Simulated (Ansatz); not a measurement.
# BClHS− (SMILES [S-]BCl): functionals against CCSD(T) at one geometry

An exercise on one series of results from a longer session: the logs are not shown, and one member is left open.

Method: single points in def2-TZVPPD; program: Ansatz 0.2.0, Gaussian basis.

Correlated methods freeze the cores.

1 further run of the same task is left out (it didn't finish).

## The starting structure

SMILES `[S-]BCl`, 4 atoms, charge -1, spin multiplicity 1.

Atoms are counted from 1 here; the program's logs count them from 0.

Bond lengths: S1–B2 1.714 Å, B2–Cl3 1.842 Å, B2–H4 1.243 Å. Angles: S1–B2–Cl3 125.3°, S1–B2–H4 119.5°, Cl3–B2–H4 115.2°.

Coordinates:

```xyz
4

S    -1.5961   -0.6569    0.0139
B    -0.0567    0.0932   -0.0710
Cl    1.4796   -0.5388    0.7246
H     0.0837    1.1278   -0.7450
```

The first run:

The input, run/in.yaml:

```yaml
crystal:
  periodic: [false, false, false]
  atoms:
    - {symbol: S, position_ang: [-1.596079, -0.656933, 0.013920]}
    - {symbol: B, position_ang: [-0.056744, 0.093218, -0.070998]}
    - {symbol: Cl, position_ang: [1.479558, -0.538811, 0.724638]}
    - {symbol: H, position_ang: [0.083689, 1.127769, -0.745010]}
basis:
  gaussian: {orbitals: "def2-TZVPPD.json"}
total_charge: -1
hamiltonian: {xc: pbe, dispersion: d4}
output: {forces: true}
```

The basis file named in the input lies beside it (Basis Set Exchange, JSON).

Command:

```sh
$ ansatz run in.yaml --threads 2 --pin off --events-out ev --progress --plain --max-ram 3481MiB
```

Among the steps run: PBE-D4/def2-TZVPPD; r2SCAN-D4/def2-TZVPPD; PBE0-D4/def2-TZVPPD; wB97M-V/def2-TZVPPD; CCSD(T)/def2-TZVPPD.

One of the session's tables, all rows but one given; the rest of the session is left out.

```
   method  RMS force component (eV/Å)  angle to CCSD(T) forces (°)
   PBE-D4                       0.397                          7.1
r2SCAN-D4                       0.431                          9.5
  PBE0-D4                           ?                            ?
  wB97M-V                       0.459                         15.5
  CCSD(T)                       0.464                    reference
```

Q: Estimate the row for PBE0-D4 from the others.

The run gave: RMS force component (eV/Å): 0.398; angle to CCSD(T) forces (°): 14.6. In the column «RMS force component (eV/Å)» it lies between PBE-D4 (0.397) and r2SCAN-D4 (0.431).
